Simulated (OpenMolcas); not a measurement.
# BClO (boron chloride oxide): HF/cc-pVTZ (RICD fitting, fitting threshold 1e-06)

What is the vertical electron affinity of BClO (boron chloride oxide) at HF/cc-pVTZ (RICD fitting, fitting threshold 1e-06)? 

The calculation is run with OpenMolcas 26.06.

### Step 1. The structure to begin with

BClO: 3 atoms, total charge 0, spin state singlet. As SMILES, `O=BCl`. The coordinates come from a GFN2-xTB relaxation.

Bond lengths: O1–B2 1.193 Å, B2–Cl3 1.639 Å. Angles: O1–B2–Cl3 179.9°.

### Step 2. Energy and forces at HF/cc-pVTZ (RICD fitting, fitting threshold 1e-06)

The input, job.input:

```
&gateway
baslib = $CurrDir
coord
3
angstrom
O        1.019560       0.606200       0.626990
B        0.113080       0.066620       0.069470
Cl      -1.132640      -0.672810      -0.696460
basis = cc-pVTZ
group = NoSym
ricd
cdthreshold = 1e-06
&seward
&scf
prorbitals = 0
&alaska
```

The basis set cc-pVTZ is read from a file made from the Basis Set Exchange's data (not shown).

Run with:

```
$ export MOLCAS_MEM=1860
$ pymolcas job.input > job.log
```

The program printed:

```text
--- Start Module: gateway ---
[...]
--- Stop Module: gateway /rc=_RC_ALL_IS_WELL_ ---
[...]
      Basis functions           94
[...]
--- Start Module: scf ---
[...]
       Convergence after  11 Iterations
[...]
::    Total SCF energy                               -559.1837852324
[...]
      Total spin, S                                     0.0000000000
[...]
      Total electronic charge=   30.000000
      Total            charge=   -0.000000
[...]
      Dipole Moment (debye):
      Origin of the operator (angstrom)=   -0.3559   -0.2113   -0.2188
                   X= -2.4131E+00               Y= -1.4368E+00               Z= -1.4842E+00           Total=  3.1765E+00
      Quadrupole Moment (debye*angstrom):
[...]
--- Stop Module: scf /rc=_RC_ALL_IS_WELL_ ---
[...]
--- Start Module: alaska ---
[...]
 *              Molecular gradients               *
 **************************************************
  Irreducible representation: a
 ------------------------------------------------------------------------------------------
                              X                       Y                       Z
 ------------------------------------------------------------------------------------------
  O1                1.14158119734853E-02    6.86209102952162E-03    7.02872972361490E-03
  B2               -3.81760939504040E-02   -2.27950117430659E-02   -2.34877749246898E-02
  CL3               2.67602819768449E-02    1.59329207135048E-02    1.64590452010973E-02
 ------------------------------------------------------------------------------------------
--- Stop Module: alaska /rc=_RC_ALL_IS_WELL_ ---
[...]
```

It took 5.1 s on 1 thread of Arm Neoverse V2, shared host; peak memory 0.12 GiB.

### Step 3. The doublet anion at the same level

The input, job.input:

```
>>> EXPORT MOLCAS_PRINT=2

&GATEWAY
 BasLib
 $CurrDir
 Coord
 3
 angstrom
 O        1.019560       0.606200       0.626990
 B        0.113080       0.066620       0.069470
 Cl      -1.132640      -0.672810      -0.696460
 Basis
 cc-pVTZ
 Group
 NoSym
 RICD
 CDThreshold
 1e-06

&SEWARD

&SCF
 UHF
 Charge
 -1
 Spin
 2
 PrOrbitals
 0

&ALASKA
```

The basis set cc-pVTZ is read from a file made from the Basis Set Exchange's data (not shown).

Run with:

```
$ export MOLCAS_MEM=1860
$ pymolcas job.input > job.log
```

The program printed:

```text
--- Start Module: gateway ---
[...]
--- Stop Module: gateway /rc=_RC_ALL_IS_WELL_ ---
[...]
      Basis functions           94
[...]
--- Start Module: scf ---
[...]
       Convergence after  24 Iterations
[...]
::    Total SCF energy                               -559.0722053765
[...]
      Total spin, S                                     0.5059386451
[...]
      Total electronic charge=   31.000000
      Total            charge=   -1.000000
[...]
      Dipole Moment (debye):
      Origin of the operator (angstrom)=   -0.3559   -0.2113   -0.2188
                   X= -2.5946E+00               Y= -1.4816E+00               Z= -1.5886E+00           Total=  3.3839E+00
      Center of Charge (angstrom)
[...]
--- Stop Module: scf /rc=_RC_ALL_IS_WELL_ ---
[...]
--- Start Module: alaska ---
[...]
 *              Molecular gradients               *
 **************************************************
  Irreducible representation: a
 ------------------------------------------------------------------------------------------
                              X                       Y                       Z
 ------------------------------------------------------------------------------------------
  O1               -1.71235618265069E-02   -1.14792924651894E-02   -1.06772626390894E-02
  B2               -5.42582855914988E-02   -2.99547291066733E-02   -3.31058091268392E-02
  CL3               7.13818474181096E-02    4.14340215718889E-02    4.37830717659189E-02
 ------------------------------------------------------------------------------------------
--- Stop Module: alaska /rc=_RC_ALL_IS_WELL_ ---
[...]
```

Run time: 9.6 s. Hardware: 1 thread of Arm Neoverse V2, shared host; peak memory 0.12 GiB.

### Step 4. Summary of results

At HF/cc-pVTZ (RICD fitting, fitting threshold 1e-06):

| quantity | value |
| --- | --- |
| singlet BClO: total energy | -559.18379 Eh |
| singlet BClO: dipole moment | 3.18 D |
| singlet BClO: HOMO energy | -13.54 eV |
| singlet BClO: LUMO energy | 3.27 eV |
| singlet BClO: HOMO–LUMO gap | 16.81 eV |
| singlet BClO: largest force on an atom | 2.586 eV/Å |
| doublet anion: total energy | -559.07221 Eh |
| doublet anion: HOMO energy (highest over α and β) | 2.76 eV |
| doublet anion: LUMO energy (lowest over α and β) | 9.12 eV |
| doublet anion: ⟨S²⟩ | 0.762 |
| doublet anion: largest force on an atom | 4.804 eV/Å |
| vertical electron affinity (to the doublet anion) | -3.036 eV |

**Reading.** The anion lies 3.04 eV (293 kJ/mol) above the neutral: the electron isn't bound at this level, and such a value depends on the basis. Without diffuse functions anions come out too high. Hartree–Fock misses the correlation that binds many anions. The largest force (singlet BClO) is 2.59 eV/Å: the shape isn't a stationary point for this species at this level. Mulliken charges (singlet BClO) run from -0.29 on O1 to +0.26 on B2. Mulliken charges (doublet anion) run from -1.12 on B2 to +0.31 on Cl3. The HOMO (doublet anion) lies at positive energy, 2.76 eV: the electron is unbound at this level or held by a compact basis; values depend on the basis.
